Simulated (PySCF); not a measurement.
Gas-phase reaction: CF2 + F2 = CF4

Method: PySCF energies plus ideal-gas RRHO corrections (1 bar). The comparison is the NASA 1993 polynomial table, which mixes measured and estimated data. After a fit of one offset per element over all species, the range-separated, M06-2X, PBE0/def2-QZVP and CCSD(T)/def2-TZVPP enthalpies, where run, lie to one side of the table for CF2 (-21 kJ/mol): a fault of the table's entry, another state or a shared error of the levels is possible; this was not checked at source. † marks an energy on the PBE0/def2-TZVP geometry and frequencies; other levels use their own. MP2 freezes the core. All species are closed-shell singlets. MP2 isn't extrapolated to the basis-set limit. The table's entry may be an old estimate for CF2 (not checked at source).

PBE/def2-SVP gives ΔH°(298 K) = -761.0 kJ.

Problem. What does MP2/def2-SVP† give, and where does the table lie?

Solution. MP2/def2-SVP†: -805.0 kJ. Table: -751.1 kJ.
